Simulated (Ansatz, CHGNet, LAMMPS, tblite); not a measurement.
# Cohesive energy of wurtzite GaN: levels of theory against measurement

Reference value: 4.53 eV/atom (measured, temperature not stated, not corrected to a static lattice; as tabulated in Zoroddu et al. (2001), arXiv:cond-mat/0011434).

```tsv
level (code)	value (eV/atom)	cell (Å³/atom)	difference (eV/atom)
Tersoff GaN.tersoff (LAMMPS)	4.53	11.38	0.00
GFN2-xTB (tblite)	7.00	10.93	+2.47
CHGNet 0.3.0	4.45	11.67	-0.08
PBE (Ansatz)	4.40	11.76	-0.13
r²SCAN (Ansatz)	4.47	11.37	-0.06
r²SCANh (Ansatz)	4.41	11.28	-0.12
Hartree–Fock (Ansatz)	2.52	11.40	-2.01
```

Leaving aside GFN2-xTB (doubt noted below), CHGNet 0.3.0 (doubt noted below): The reference's temperature isn't stated, so close values are not ranked against it. Off by more than 0.25 eV/atom, or 0.35 eV/atom on the side where a correction would as a rule narrow the miss (bounds picked here): Hartree–Fock (-2.01 eV/atom).

Free atoms are spin-polarised, in the lowest state found; at levels without +SOC their spin–orbit coupling is left out. The reference isn't brought to a static lattice, while the calculations are for one, so the differences are not the levels' errors alone.  GFN2-xTB: the free atoms are run in the same model without spin. GFN2-xTB: the method was fitted mainly to molecules. GFN2-xTB: the run uses a supercell at the zone centre in place of a k mesh. CHGNet 0.3.0: free atoms can lie outside what these potentials were trained on. CHGNet 0.3.0: the energies of CHGNet 0.3.0 can hold anion corrections fitted to measured formation enthalpies. Each level is taken at its own relaxed cell. Cutoffs and k meshes differ between the levels. Ansatz's density-functional and Hartree–Fock values are scalar-relativistic unless marked +SOC, with PAW data made under PBE.

Empirical potentials (Tersoff GaN.tersoff) are fitted to chosen data: where that held the value shown, agreement is built in, and what lay outside the fit can be far off. Machine-learned potentials (CHGNet 0.3.0) are trained on DFT data: a solid inside that data is no test of them.

Differences are worked out from the printed values.

Ansatz is an electronic-structure program.
